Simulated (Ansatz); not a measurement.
C2H4Si can be A, `C1=C[SiH2]1`, or B, `C#C[SiH3]`.

Computed with Ansatz on PBE0-D4/def2-TZVP structures; ΔE is electronic, products minus reactants. CCSD(T)/CBS is the MP2 limit (def2-TZVPP, def2-QZVPP) plus CCSD(T) − MP2 in def2-TZVPP, frozen cores. Functionals use def2-TZVPP. B3LYP here is the variant with VWN-RPA as its local correlation; programs differ in this.

(1) Which is lower in electronic energy at CCSD(T)/CBS, and by how much? (Best estimate.)

(2) Give E(B) − E(A) in kJ/mol with CCSD(T)/def2-SVP, r2SCAN-D4, MP2/def2-TZVPP, B3LYP-D4, B2PLYP, CCSD(T)/def2-TZVPP, HF/def2-TZVPP. (Estimate.)

(3) Does the order hold for the free energy at 298.15 K (harmonic terms from PBE0-D4)? (Best estimate.)

Largest T1 diagnostic: 0.013.

Answers

(1) Computed: B, by 35.6 kJ/mol.

(2) The calculation gave: CCSD(T)/def2-SVP -36.9, r2SCAN-D4 -18.0, MP2/def2-TZVPP -39.1, B3LYP-D4 -35.4, B2PLYP -40.4, CCSD(T)/def2-TZVPP -37.5, HF/def2-TZVPP -55.5. None reverses the order clearly.

(3) Ansatz gave: Yes: G(B) − G(A) = -45.2 kJ/mol.

From r2SCAN to r2SCAN0 (25 % exact exchange), in def2-TZVPP and without D4, E(B) − E(A) moves by +3.7 kJ/mol. In def2-TZVPP, CCSD(T) changes the Hartree–Fock value by +18.0 kJ/mol (the triples alone add +1.7 kJ/mol) and MP2 by +16.4 kJ/mol.
